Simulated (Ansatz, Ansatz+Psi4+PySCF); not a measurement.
```yaml
atoms:
  - { symbol: C, position_ang: [0.0000, 0.0000, 0.6675] }
  - { symbol: C, position_ang: [0.0000, 0.0000, -0.6675] }
  - { symbol: H, position_ang: [0.0000, 0.9058, 1.2272] }
  - { symbol: H, position_ang: [0.0000, -0.9058, 1.2272] }
  - { symbol: H, position_ang: [0.0000, 0.9058, -1.2272] }
  - { symbol: H, position_ang: [0.0000, -0.9058, -1.2272] }
```

Basis set: cc-pVTZ (spherical functions). Frozen core: 2 orbitals. Charge 0, multiplicity 1.

Computed with Ansatz (development build ahead of 0.2.0); each method stands on the lowest determinant of its kind that the runs found. Restricted open shells among the atoms or ions are ROHF, correlated in semicanonical orbitals with singles.

Q: Give the atomization energy at this shape (free ground-state atoms in the same class of orbitals less the molecule, no zero-point energy) of singlet C₂H₄ by RHF-CCSD(T), RHF-MP2, RHF.

A:

| method | atomization energy |
| --- | --- |
| RHF-CCSD(T) | 23.87 eV |
| RHF-MP2 | 24.02 eV |
| RHF | 18.80 eV |
